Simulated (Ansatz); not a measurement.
# CPSi: the cost of one run

Program: Ansatz 0.2.0, Gaussian basis. Level of theory: def2-QZVPP, core rule «outside noble gas», up to 11 orbitals frozen. These are calculated values, not measurements.

Plan: UHF; ROHF; CCSD(T) on UHF.

2 further runs of the same task are left out: 2 set aside as unsound or not needed.

## 1. The geometry

The geometry is a PBE0/def2-TZVP stationary point (not a proven minimum).

3 atoms, charge 0, spin multiplicity 2.

Atoms are counted from 1 here; the program's logs count them from 0.

Bond lengths: P1–C2 1.580 Å, C2–Si3 1.754 Å. Angles: P1–C2–Si3 180.0°.

## 2. UHF

File in.yaml:

```yaml
crystal:
  periodic: [false, false, false]
  atoms:
    - {symbol: P, position_ang: [0.000000, 0.000000, -1.637933]}
    - {symbol: C, position_ang: [0.000000, 0.000000, -0.058233]}
    - {symbol: Si, position_ang: [0.000000, 0.000000, 1.696167]}
basis:
  gaussian: {orbitals: "def2-QZVPP.json"}
magnetization: {spin_polarized: true, initial_magnetization: 1}
hamiltonian: {xc: hf}
output: {orbitals: {seedname: orbitals}}
```

On the command line:

```
> ansatz run in.yaml --threads 1 --pin off --events-out ev --progress --plain --max-ram 2393MiB
```

What time and memory should one allow on 1 thread of Arm Neoverse V1, shared host?

About 26 s, with a peak of 0.54 GiB.
